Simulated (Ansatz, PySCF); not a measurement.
This Ansatz (a first-principles code) input computes a B3LYP/def2-TZVPD energy:

Ansatz 0.2 input:
```yaml
crystal:
  periodic: [false, false, false]
  atoms:
    - {symbol: C, position_ang: [0.81479888, 1.92924708, -0.00777014]}
    - {symbol: C, position_ang: [0.71633025, 0.41681840, -0.00644526]}
    - {symbol: C, position_ang: [-0.68396967, -0.26204958, 0.00611309]}
    - {symbol: C, position_ang: [-0.64024257, -1.79586882, 0.00618996]}
    - {symbol: H, position_ang: [-1.63532024, -2.25614759, 0.01510746]}
    - {symbol: H, position_ang: [0.29747525, 2.33140678, 0.88496235]}
    - {symbol: H, position_ang: [0.28180331, 2.33087096, -0.89147906]}
    - {symbol: H, position_ang: [-0.09590746, -2.16573186, 0.88202235]}
    - {symbol: H, position_ang: [-0.11144236, -2.16626300, -0.87888645]}
    - {symbol: H, position_ang: [1.24186665, 0.00119532, -0.88684820]}
    - {symbol: H, position_ang: [1.25731985, 0.00172366, 0.86479926]}
    - {symbol: H, position_ang: [-1.24636938, 0.09676764, -0.86431870]}
    - {symbol: H, position_ang: [-1.23092689, 0.09729561, 0.88611510]}
basis:
  gaussian:
    orbitals: def2-TZVPD
hamiltonian:
  xc: {name: B3LYP}
total_charge: -1
output: {forces: true}
```

Write an input for the same energy in PySCF and say what it gives.


```python
from pyscf import gto, scf, dft

mol = gto.M(
    atom='''
    C     0.81479888    1.92924708   -0.00777014
    C     0.71633025    0.41681840   -0.00644526
    C    -0.68396967   -0.26204958    0.00611309
    C    -0.64024257   -1.79586882    0.00618996
    H    -1.63532024   -2.25614759    0.01510746
    H     0.29747525    2.33140678    0.88496235
    H     0.28180331    2.33087096   -0.89147906
    H    -0.09590746   -2.16573186    0.88202235
    H    -0.11144236   -2.16626300   -0.87888645
    H     1.24186665    0.00119532   -0.88684820
    H     1.25731985    0.00172366    0.86479926
    H    -1.24636938    0.09676764   -0.86431870
    H    -1.23092689    0.09729561    0.88611510
    ''',
    basis='def2-tzvpd',
    charge=-1,
    spin=0,
    verbose=4,
)

mf = dft.RKS(mol, xc='b3lyp').density_fit(auxbasis='def2-universal-jkfit')
mf.grids.level = 3
mf.conv_tol = 1e-9
mf.max_cycle = 100
mf.max_memory = 1500
mf.kernel()
if not mf.converged:
    mf = mf.newton()
    mf.kernel(mf.make_rdm1())
mf.analyze()
```
It gives -157.84302 Eh, and Ansatz -157.84292 Eh, a difference of 0.10 mEh, from the treatment of integrals and grids.

It need not be the lowest isomer of its formula. Whether it binds its extra electron was not tested at this geometry.
